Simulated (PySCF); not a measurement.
Geometries of 2 isomers of C2HF2N, from PBE0-D3(BJ)/def2-SVP geometry optimisation, gas phase in PySCF 2.14.0. One conformer each, no zero-point energy, no frequencies.

Task: Which isomer lies lower at this level?
A.
```xyz
6
angstrom
C      2.098    0.349    0.153
N      0.942    0.154    0.058
C     -0.443   -0.083    0.007
F     -1.048    0.943   -0.596
F     -0.679   -1.193   -0.694
H     -0.847   -0.200    1.027
```
B.
```xyz
6
angstrom
N      0.459    2.086   -0.340
C      0.215    0.973   -0.155
C     -0.114   -0.444    0.118
F     -1.046   -0.863   -0.748
F      0.986   -1.195   -0.023
H     -0.500   -0.555    1.147
```

Result: B. That is difluoroacetonitrile (`N#CC(F)F`), 12.5 kcal/mol below the other.

```csv
SMILES,atoms numbered as above,E (Eh),relative (kcal/mol),relative (kJ/mol),dipole (D)
N#CC(F)F,[N:1]#[C:2][CH:3]([F:4])[F:5],-330.61649,0.0,0.0,2.40
[C-]#[N+]C(F)F,[C-:1]#[N+:2][CH:3]([F:4])[F:5],-330.59658,12.5,52.3,2.31
```
